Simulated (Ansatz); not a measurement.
A run of Ansatz (development build ahead of 0.2.0) on triplet B₂ at this shape:

```json
{"atom": "B", "x (Å)": "-0.0263", "y (Å)": "0.0304", "z (Å)": "-0.7572"}
{"atom": "B", "x (Å)": "0.0341", "y (Å)": "-0.0266", "z (Å)": "0.7617"}
```

Its results:

| Item | Value |
| --- | --- |
| Converged | yes |
| Reference energy | -48.43021 hartree |
| Correlation energy | -0.04444 hartree |
| Total energy | -48.47465 hartree |
| Spin squared of the determinant | 2.912 |

Which input gives this output? Name the method, the orbitals and the basis set, and write the input.

UHF-MP2 in STO-3G.

```yaml
crystal:
  periodic: [false, false, false]
  atoms:
    - { symbol: B, position_ang: [-0.02634, 0.03043, -0.75719] }
    - { symbol: B, position_ang: [0.03407, -0.02658, 0.76171] }
basis:
  gaussian: { orbitals: STO-3G }
magnetization:
  spin_polarized: true
  initial_magnetization: 2
hamiltonian:
  xc: hf
correlation:
  method: mp2
  frozen_orbitals: { B: 1 }
```

Caution: the unrestricted determinant is a mixture of spin states.
